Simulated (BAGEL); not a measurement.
**CH5Al (SMILES [CH3][AlH2]) at HF/STO-3G (density fitting with qzvpp-jkfit)**

Aim: the vertical singlet–triplet gap of CH5Al at HF/STO-3G (density fitting with qzvpp-jkfit), from 2 runs. 

The calculation is run with BAGEL 1.2.2.

**1. Starting point**

CH5Al: 7 atoms, total charge 0, spin state singlet. SMILES: `[CH3][AlH2]`. Geometry: relaxed at PBE0-D4/def2-TZVP.

Bond lengths: C1–Al2 1.950 Å, C1–H3 1.093 Å, C1–H4 1.097 Å, C1–H5 1.093 Å, Al2–H6 1.590 Å, Al2–H7 1.590 Å. Angles: C1–Al2–H6 120.6°, C1–Al2–H7 120.6°, Al2–C1–H3 112.6°, Al2–C1–H4 109.5°, Al2–C1–H5 112.5°, H6–Al2–H7 118.8°, H3–C1–H4 106.7°, H3–C1–H5 108.6°, H4–C1–H5 106.6°.

**2. A single-point energy at HF/STO-3G (density fitting with qzvpp-jkfit)**

The input, input.json:

```json
{ "bagel": [

{
  "title": "molecule",
  "basis": "sto-3g",
  "df_basis": "qzvpp-jkfit",
  "angstrom": true,
  "geometry": [
    { "atom": "C", "xyz": [   -0.448500,   -0.695600,   -0.355500 ] },
    { "atom": "Al", "xyz": [    0.562900,    0.778300,    0.424700 ] },
    { "atom": "H", "xyz": [   -1.063100,   -1.219600,    0.380800 ] },
    { "atom": "H", "xyz": [   -1.134400,   -0.306400,   -1.118200 ] },
    { "atom": "H", "xyz": [    0.193400,   -1.425500,   -0.855600 ] },
    { "atom": "H", "xyz": [    0.016000,    1.549300,    1.703400 ] },
    { "atom": "H", "xyz": [    1.934800,    1.251600,   -0.225400 ] }
  ]
},
{ "title": "hf" },
{ "title": "print", "file": "orbitals.molden", "orbitals": true }

]}
```

Run with:

```bash
$ BAGEL_NUM_THREADS=1 BAGEL input.json > input.out
```

The log of the run:

```text
* using 1 threads per process

  ===============================================================
  ===============================================================

  *** Geometry ***

  { "atom" : "C", "xyz" : [     -0.847542,     -1.314493,     -0.671798 ] },
  { "atom" : "Al", "xyz" : [      1.063727,      1.470774,      0.802567 ] },
  { "atom" : "H", "xyz" : [     -2.008968,     -2.304710,      0.719608 ] },
  { "atom" : "H", "xyz" : [     -2.143705,     -0.579012,     -2.113092 ] },
  { "atom" : "H", "xyz" : [      0.365473,     -2.693805,     -1.616850 ] },
  { "atom" : "H", "xyz" : [      0.030236,      2.927753,      3.218959 ] },
  { "atom" : "H", "xyz" : [      3.656242,      2.365181,     -0.425944 ] },

  Number of auxiliary basis functions:      293

  Since a DF basis is specified, we compute 2- and 3-index integrals:
    o Being stored without compression. Storage requirement is 0.001 GB

  Number of basis functions:       19
  Number of electrons      :       24

    * METHOD: MOLECULE                             0.05

  *** RHF ***

  === Nuclear Repulsion ===
    50.6184517267

      * DIIS with orbital gradients will be used.

  === RHF iteration (sto-3g) ===
      0       -279.29153491          0.01226361           0.00
      1       -279.31724353          0.00275845           0.00
      2       -279.31877705          0.00057237           0.00
      3       -279.31883937          0.00006214           0.00
      4       -279.31883989          0.00001366           0.00
      5       -279.31883992          0.00000235           0.00
      6       -279.31883992          0.00000024           0.00
      7       -279.31883992          0.00000003           0.00
      8       -279.31883992          0.00000001           0.00
    * SCF iteration converged.

    * Permanent dipole moment:
           (   -0.024879,    -0.021383,    -0.021910) a.u.

    * METHOD: HF                                   0.07

    * METHOD: PRINT                                0.00

  ===============================================================
```

It took 0.24 s on 1 thread of Arm Neoverse V1, shared host.

**3. The triplet**

The input, calc.json:

```json
{ "bagel": [

{
  "title": "molecule",
  "basis": "sto-3g",
  "df_basis": "qzvpp-jkfit",
  "angstrom": true,
  "geometry": [
    { "atom": "C", "xyz": [   -0.448500,   -0.695600,   -0.355500 ] },
    { "atom": "Al", "xyz": [    0.562900,    0.778300,    0.424700 ] },
    { "atom": "H", "xyz": [   -1.063100,   -1.219600,    0.380800 ] },
    { "atom": "H", "xyz": [   -1.134400,   -0.306400,   -1.118200 ] },
    { "atom": "H", "xyz": [    0.193400,   -1.425500,   -0.855600 ] },
    { "atom": "H", "xyz": [    0.016000,    1.549300,    1.703400 ] },
    { "atom": "H", "xyz": [    1.934800,    1.251600,   -0.225400 ] }
  ]
},
{ "title": "uhf", "nopen": 2 },
{ "title": "print", "file": "orbitals.molden", "orbitals": true }

]}
```

Run with:

```bash
$ BAGEL_NUM_THREADS=1 BAGEL calc.json > calc.out
```

The log of the run:

```text
* using 1 threads per process

  ===============================================================
  ===============================================================

  *** Geometry ***

  { "atom" : "C", "xyz" : [     -0.847542,     -1.314493,     -0.671798 ] },
  { "atom" : "Al", "xyz" : [      1.063727,      1.470774,      0.802567 ] },
  { "atom" : "H", "xyz" : [     -2.008968,     -2.304710,      0.719608 ] },
  { "atom" : "H", "xyz" : [     -2.143705,     -0.579012,     -2.113092 ] },
  { "atom" : "H", "xyz" : [      0.365473,     -2.693805,     -1.616850 ] },
  { "atom" : "H", "xyz" : [      0.030236,      2.927753,      3.218959 ] },
  { "atom" : "H", "xyz" : [      3.656242,      2.365181,     -0.425944 ] },

  Number of auxiliary basis functions:      293

  Since a DF basis is specified, we compute 2- and 3-index integrals:
    o Being stored without compression. Storage requirement is 0.001 GB

  Number of basis functions:       19
  Number of electrons      :       24

    * METHOD: MOLECULE                             0.05

  *** Open-shell HF ***

  === Nuclear Repulsion ===
    50.6184517267

      * DIIS with orbital gradients will be used.

  === UHF iteration (sto-3g) ===
      0       -278.95531071          0.02776445           0.00
      1       -278.99634387          0.00952976           0.00
      2       -279.00276686          0.00401504           0.00
      3       -279.00490919          0.00239551           0.00
      4       -279.00657799          0.00125834           0.00
      5       -279.00765685          0.00045861           0.00
      6       -279.00790924          0.00019987           0.00
      7       -279.00795427          0.00009128           0.00
      8       -279.00796144          0.00004571           0.00
      9       -279.00796312          0.00002265           0.00
     10       -279.00796373          0.00000926           0.00
     11       -279.00796383          0.00000382           0.00
     12       -279.00796384          0.00000196           0.00
     13       -279.00796385          0.00000091           0.00
     14       -279.00796385          0.00000047           0.00
     15       -279.00796385          0.00000035           0.00
     16       -279.00796385          0.00000020           0.00
     17       -279.00796385          0.00000011           0.00
     18       -279.00796385          0.00000008           0.00
     19       -279.00796385          0.00000007           0.00
     20       -279.00796385          0.00000005           0.00
     21       -279.00796385          0.00000004           0.00
     22       -279.00796385          0.00000004           0.00
     23       -279.00796385          0.00000002           0.00
     24       -279.00796385          0.00000001           0.01
    * SCF iteration converged.

    * S^2 (UHF) is 2.0079

    * Permanent dipole moment:
           (    0.910062,     1.293158,     0.706056) a.u.

    * METHOD: UHF                                  0.16

    * METHOD: PRINT                                0.00

  ===============================================================
```

It took 0.34 s on 1 thread of Arm Neoverse V1, shared host.

**4. Results**

At HF/STO-3G (density fitting with qzvpp-jkfit):

| quantity | value |
| --- | --- |
| singlet: total energy | -279.31884 Eh |
| singlet: dipole moment | 0.10 D |
| singlet: HOMO energy | -8.90 eV |
| singlet: LUMO energy | 8.89 eV |
| singlet: HOMO–LUMO gap | 17.79 eV |
| triplet: total energy | -279.00796 Eh |
| triplet: dipole moment | 4.40 D |
| triplet: ⟨S²⟩ | 2.008 |
| vertical energy of the triplet above the singlet | 8.459 eV |

**Reading.** At this shape the triplet lies 8.46 eV (195 kcal/mol) above the singlet. In a minimal basis such a difference can be off by several eV, whatever the method.
